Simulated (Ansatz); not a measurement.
# PF (triplet): the correlation ladder, def2-QZVPP

The task here is to estimate one member of a computed series from the others.

Computed with Ansatz 0.2.0, Gaussian basis. Level: def2-QZVPP, core rule «outside noble gas», up to 6 orbitals frozen.

To be run: UHF; ROHF; CCSD(T) on UHF.

2 further runs of the same task are left out: 2 set aside as unsound or not needed.

### What is computed

The geometry is a PBE0/def2-TZVP stationary point (not a proven minimum).

2 atoms, charge 0, spin multiplicity 3.

Atoms are counted from 1 here; the program's logs count them from 0.

Bond lengths: F1–P2 1.593 Å.

Set-up of the first run:

in.yaml reads:

```yaml
crystal:
  periodic: [false, false, false]
  atoms:
    - {symbol: F, position_ang: [0.000000, 0.000000, 0.000000]}
    - {symbol: P, position_ang: [0.000000, 0.000000, 1.593400]}
basis:
  gaussian: {orbitals: "def2-QZVPP.json"}
magnetization: {spin_polarized: true, initial_magnetization: 2}
hamiltonian: {xc: hf}
output: {orbitals: {seedname: orbitals}}
```

Run with:

```console
> ansatz run in.yaml --threads 1 --pin off --events-out ev --progress --plain --max-ram 2393MiB
```

Steps of the session up to this table: UHF; ROHF; CCSD(T) on UHF.

One of the session's tables, all rows but one given; the rest of the session is left out.

```
  method  from UCCSD(T) (meV)
    ROHF             +11318.5
     UHF             +11126.2
    UMP2                    ?
   UCCSD               +400.7
UCCSD(T)                    0
```

**Question.** Estimate the row for UMP2.

**Answer.** from UCCSD(T) (meV): +751.6. In the column «from UCCSD(T) (meV)» it lies between UCCSD (+400.7) and UHF (+11126.2).
